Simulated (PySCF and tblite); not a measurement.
Values are calculated unless marked as measured or tabulated.
C₅H₁₂, numbered as in [CH3:1][CH2:2][CH2:3][CH2:4][CH3:5]: conformational analysis

The ensemble was built from 90 distance-geometry starts (ETKDG and KDG, MMFF94s, GFN2-xTB) and rests on PBE0-D3(BJ)/def2-SVP geometries. Weights use PBE0-D3(BJ)/def2-TZVP energies plus GFN2-xTB zero-point and thermal terms (modes under about 100 cm⁻¹ blended into free rotors). Symmetry numbers and mirror images are counted. Conformers within 4 kcal/mol (GFN2-xTB free energy) were kept, 5 at most. GIAO shieldings: PBE0/pcSseg-1. Shifts are against TMS (¹H), TMS (¹³C) at the same level. Programs: PySCF with density fitting and tblite.

Torsions listed: C1–C2–C3–C4, C2–C3–C4–C5. Of a mirror pair one member is shown.

| conformer | shape | symmetry | E(GFN2) kcal/mol | E(DFT) kcal/mol | G(298.15 K) kcal/mol | weight % | dipole D |
| --- | --- | --- | --- | --- | --- | --- | --- |
| 1 | -177°, -65° | C1 (pair) | 0.54 | 0.61 | 0.00 | 48.5 | 0.08 |
| 2 | 180°, 180° | C2v | 0.00 | 0.00 | 0.08 | 42.3 | 0.09 |
| 3 | 60°, 60° | C2 (pair) | 1.11 | 1.01 | 1.03 | 8.6 | 0.07 |
| 4 | -63°, 88° | C1 (pair) | 2.58 | 2.88 | 2.51 | 0.7 | 0.15 |

Weights (%) against temperature:

| T (K) | 1 | 2 | 3 | 4 | S(mix) cal/mol/K |
| --- | --- | --- | --- | --- | --- |
| 220 | 41.7 | 52.6 | 5.6 | 0.1 | 2.39 |
| 260 | 45.9 | 46.5 | 7.2 | 0.4 | 2.57 |
| 298.15 | 48.5 | 42.3 | 8.6 | 0.7 | 2.70 |
| 340 | 50.3 | 38.7 | 9.8 | 1.2 | 2.82 |
| 380 | 51.4 | 36.1 | 10.7 | 1.8 | 2.91 |

Averaged shifts at 298.15 K. ¹H: 1.22 (H2/H4, 4H), 1.10 (H3, 2H), 0.97 (H1/H5, 6H) ppm. ¹³C: 36.5 (C3), 25.4 (C2/C4), 15.9 (C1/C5) ppm.

Coordinates of conformer 1 (Å):

```xyz
17

C     2.411   -0.168   -0.220
C     0.974   -0.446    0.190
C     0.058    0.760    0.024
C    -1.378    0.544    0.490
C    -2.153   -0.491   -0.312
H     2.847    0.647    0.380
H     3.051   -1.054   -0.092
H     2.473    0.137   -1.278
H     0.946   -0.777    1.244
H     0.585   -1.294   -0.400
H     0.054    1.069   -1.038
H     0.491    1.611    0.580
H    -1.913    1.508    0.446
H    -1.372    0.254    1.556
H    -2.176   -0.228   -1.383
H    -1.709   -1.495   -0.229
H    -3.196   -0.567    0.032
```

Coordinates of conformer 2 (Å):

```xyz
17

C     2.446    0.719   -0.248
C     1.343   -0.181    0.286
C    -0.049    0.227   -0.172
C    -1.160   -0.669    0.357
C    -2.547   -0.252   -0.105
H     2.301    1.763    0.076
H     3.439    0.398    0.100
H     2.463    0.718   -1.350
H     1.373   -0.189    1.390
H     1.534   -1.225   -0.024
H    -0.082    0.235   -1.278
H    -0.244    1.271    0.137
H    -1.123   -0.675    1.461
H    -0.963   -1.711    0.047
H    -2.624   -0.271   -1.204
H    -3.327   -0.918    0.294
H    -2.786    0.773    0.222
```

Shifts are unscaled: against experiment ¹³C can be off by 15 ppm or more and ¹H by 0.8 ppm.

Search and properties took 51 s on 1 thread of AMD EPYC 9B45, on a host shared with other jobs (rough), launched as `OMP_NUM_THREADS=1 python ens_run.py task.json out`.
